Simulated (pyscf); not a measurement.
This saddle point was located with ωB97X-D3(BJ)/def2-SVP in PySCF.

```xyz
10

O      0.2859     0.0770     1.6140
In    -0.8873    -0.1402    -0.1935
O     -0.4703    -1.8734    -1.0663
O     -2.6613     0.7656    -0.1450
H      0.8486    -0.6639     1.8717
H     -1.2364    -2.2516    -1.5136
H     -2.8561     1.1213     0.7304
O      0.7701     1.2311    -0.3519
H      0.8112     0.8133     0.8019
H      0.6020     2.1765    -0.4414
```

Surface: singlet, charge 0. Lowest wavenumbers (cm⁻¹): 895i, 94, 106, 121, 156.

Question: Name the species on either side of this saddle.

Answer: `[OH][In]([OH])[OH]` + `[OH2]` <-> `[OH2]` + `[OH][In]([OH])[OH]`, a four-centre exchange read from left to right: In–O, H–O broken and H–O, In–O formed. At ωB97M-D3(BJ)/def2-TZVP it lies -11.6 kcal/mol from the left side and -11.6 kcal/mol from the right (each side as separated species at their lowest minima found). On the reactant side the descent ends in an adduct with a In–O contact, 20.0 kcal/mol under the separated species and 6.9 kcal/mol under the saddle at ωB97X-D3(BJ)/def2-TZVP. On the product side the descent ends in an adduct with a In–O contact, 20.3 kcal/mol under the separated species and 7.2 kcal/mol under the saddle at ωB97X-D3(BJ)/def2-TZVP. At ωB97M-D3(BJ) the saddle lies under the separated reactants, which points to a path from their complex (located at ωB97X-D3(BJ) alone). At ωB97M-D3(BJ) the saddle lies under the separated products, which points to a path from their complex (located at ωB97X-D3(BJ) alone). What is counted as formed (In–O) is already present as a longer contact in the reactant adduct; forming that adduct is a step of its own. What is counted as broken (In–O) persists as a longer contact in the product adduct; parting that adduct is a step of its own. One saddle was located; it need not be the lowest between these sides. Elements past Kr carry the def2 core potentials, without spin-orbit coupling.
